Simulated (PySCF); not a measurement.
**BN under electron impact: the energy ladder**

PBE in PySCF with def2-TZVPPD on every atom, for the lowest determinant that a PBE0 search found; no spin–orbit coupling.

| species | state (unpaired electrons) | Re (Å) | ωe (cm⁻¹) | energy of the minimum from the neutral (eV) | De (eV) | dissociates to |
| --- | --- | --- | --- | --- | --- | --- |
| BN | triplet (σ ↑, π ↑) | 1.333 | 1512 | 0.00 | 5.31 | B + N |
| BN⁺ | quartet (σ ↑, π ↑↑) | 1.455 | 1109 | 11.42 | 2.55 | B⁺ + N |

**Question.** Work out the lowest energy to break BN into atoms, from its vibrational ground state.

**Answer.** D0 = De − ωe/2 = 5.31 − 0.09 = 5.22 eV (PBE/def2-TZVPPD).

**Question.** Work out the ionisation energy of the B atom at this level and the threshold of dissociative ionisation.

**Answer.** IE(B) = 11.42 + 2.55 − 5.31 = 8.66 eV, so B⁺ + N + e⁻ appears at D0 + IE(B) = 13.88 eV (PBE/def2-TZVPPD). The measured IE(B) is 8.298 eV (NIST ASD).

These are thermodynamic thresholds; the onsets seen under electron impact lie higher where the geometry changes, and cross-sections peak well above them.

For an ion De counts to the pair picked by the measured ionisation energies or electron affinities, which need not be the lowest pair at this level. States were picked by a PBE0 search and need not be the measured ground states.
